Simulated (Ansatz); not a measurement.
Species: C₂H₅O, charge 0, doublet. C2H5O (SMILES [CH2]OC, doublet).
B3LYP-D3(BJ)/def2-TZVP minimum from Ansatz (an electronic-structure program):
```
O
C 1 1.3519
H 2 1.0790 1 114.02
H 2 1.0842 3 121.78 1 -153.23
C 1 1.4201 2 115.23 3 -176.73
H 5 1.0876 1 107.01 2 177.56
H 5 1.0936 6 109.69 1 -120.06
H 5 1.0948 6 109.52 7 -119.96
```
Charge 0, spin multiplicity 2.

Total energies in hartree (Ansatz). Radicals and triplets start from unrestricted determinants; spin-orbit coupling is neglected. Cores are frozen in correlated methods. No relativity. For partners of very few electrons the exact lower level stands in for a higher one.

```csv
species,HF/cc-pVTZ,CCSD(T)/cc-pVTZ,HF/cc-pVQZ,CCSD(T)/cc-pVQZ,CCSD(T)/cc-pVDZ,CCSDT(Q)/cc-pVDZ
"1: C2H5O (SMILES [CH2]OC, doublet)",-153.49890,-154.11356,-153.51043,-154.16123,-153.94833,-153.95008
2: C (triplet),-37.69157,-37.78076,-37.69331,-37.78654,-37.76038,-37.76071
3: O (triplet),-74.81176,-74.97396,-74.81729,-74.99357,-74.90995,-74.91013
4: H (doublet),-0.49981,-0.49981,-0.49995,-0.49995,-0.49928,-0.49928
```

Q: Work out the atomisation energy (electronic, to ground-state atoms) in kcal/mol: take Hartree-Fock from cc-pVQZ, extrapolate the CCSD(T) correlation energy as X^-3 (X = 3, 4), and add CCSDT(Q) - CCSD(T) in cc-pVDZ. 1 hartree = 627.51 kcal/mol.

A: 
Species 1: correlation (64·(-0.65080) - 27·(-0.61466))/37 = -0.67717; step -0.00175; E1 = -153.51043 + (-0.67717) + (-0.00175) = -154.18935
Species 2: correlation (64·(-0.09323) - 27·(-0.08919))/37 = -0.09618; step -0.00033; E2 = -37.69331 + (-0.09618) + (-0.00033) = -37.78982
Species 3: correlation (64·(-0.17628) - 27·(-0.16220))/37 = -0.18655; step -0.00018; E3 = -74.81729 + (-0.18655) + (-0.00018) = -75.00402
Species 4: correlation (64·(0.00000) - 27·(0.00000))/37 = 0.00000; step +0.00000; E4 = -0.49995 + (0.00000) + (+0.00000) = -0.49995
-1·E1 +2·E2 +1·E3 +5·E4 = 1.10594 hartree = 694.0 kcal/mol.
